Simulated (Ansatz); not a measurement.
How methods differ on AlH2O2 (SMILES [OH][Al][OH])

AlH2O2 has 5 atoms, charge 0, and is taken as a doublet. SMILES: `[OH][Al][OH]`. Geometry: relaxed at PBE0-D4/def2-TZVP. This is one conformer, not always the lowest.

```xyz
5

O    -1.5735   -0.3246   -0.2375
Al    0.0185   -0.8251    0.0650
O     1.2494    0.3483    0.1600
H    -1.8097    0.5958   -0.3592
H     2.1651    0.1318    0.3304
```

Quantity: the energy change with the O3–H5 bond stretched from 0.956 to 1.195 Å, in eV. The values are calculated.

```json
{"level": "U-revPBE/STO-3G", "kind": "GGA", "program": "Ansatz", "value (eV)": "0.36", "less FCI/STO-3G": "-0.10", "CPU time (all runs)": "4 s"}
{"level": "U-r2SCAN/STO-3G", "kind": "meta-GGA", "program": "Ansatz", "value (eV)": "0.53", "less FCI/STO-3G": "+0.07", "CPU time (all runs)": "9.9 s"}
{"level": "UB3LYP/STO-3G", "kind": "global hybrid", "program": "Ansatz", "value (eV)": "0.50", "less FCI/STO-3G": "+0.04", "CPU time (all runs)": "4.4 s"}
{"level": "UBHLYP/STO-3G", "kind": "global hybrid", "program": "Ansatz", "value (eV)": "0.73", "less FCI/STO-3G": "+0.27", "CPU time (all runs)": "4.2 s"}
{"level": "UMP2/STO-3G", "kind": "perturbation theory", "program": "Ansatz", "value (eV)": "0.64", "less FCI/STO-3G": "+0.18", "CPU time (all runs)": "0.28 s"}
{"level": "UBCCD(T)/STO-3G", "kind": "coupled cluster or CI", "program": "Ansatz", "value (eV)": "0.46", "less FCI/STO-3G": "0.00", "CPU time (all runs)": "0.75 s"}
{"level": "UCCSDT(Q)/STO-3G", "kind": "coupled cluster or CI", "program": "Ansatz", "value (eV)": "0.46", "less FCI/STO-3G": "0.00", "CPU time (all runs)": "3.6 s"}
{"level": "UCCSDTQ/STO-3G", "kind": "coupled cluster or CI", "program": "Ansatz", "value (eV)": "0.46", "less FCI/STO-3G": "0.00", "CPU time (all runs)": "3 min"}
{"level": "FCI/STO-3G", "kind": "exact in the basis", "program": "Ansatz", "value (eV)": "0.46", "less FCI/STO-3G": "0.00", "CPU time (all runs)": "2.4 min"}
```

FCI/STO-3G is exact within its basis and frozen core, so for wave-function methods in that basis the difference is their error; functionals converge differently with the basis, so for them it is only a difference. The first shape isn't each level's own minimum. The values span 0.36 to 0.73 eV. All rows use very small basis sets, so none should be taken for the real molecule's value. Times are those of the runs behind each value, whatever else they computed, on shared processors of several kinds: orders of magnitude only.
